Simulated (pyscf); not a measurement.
Optimised with ωB97X-D3(BJ)/def2-SVP in PySCF. MP2 and CC: frozen core, UHF for open shells. ΔMP2 is the change of the MP2 total energy from the triple- to the quadruple-zeta basis.

Problem. `[Cl][C][Cl]` [singlet] + `[CH2]=[CH2]` → `[CH2]=[CH][CH]([Cl])[Cl]`
Surface: singlet. Broken: C–H. Formed: C–C, C–H. Give ΔE‡ and ΔE from CCSD(T)/def2-TZVPP + ΔMP2(QZVPP), relative to the separated reactants.

Solution. ΔE‡ = 19.5 kcal/mol, ΔE = -75.3 kcal/mol. Zero-point energy shifts the barrier by -0.1 kcal/mol. It is an insertion, with an imaginary mode of 978i cm⁻¹. From the product side, •H₂C–CH=CH–Cl + Cl• lies, by one bond made or cut, 28.2 kcal/mol under this saddle at ωB97M-D3(BJ)/def2-TZVP. The same reactants have a lower exit, to cyclic C₃H₄Cl₂ (SMILES ClC1(Cl)CC1) (barrier +4.3 kcal/mol at ωB97M-D3(BJ)/def2-TZVP, against +21.1 kcal/mol here). H₂C=CH–CH(Cl)–Cl lies 5.5 kcal/mol over its isomer H₃C–C(Cl)=CH–Cl (electronic energy, ωB97M-D3(BJ)/def2-TZVP). This is the saddle that the search found; another between the same sides may lie lower. The CCSD(T) − MP2 part came from Ansatz, without density fitting, on the same reference.
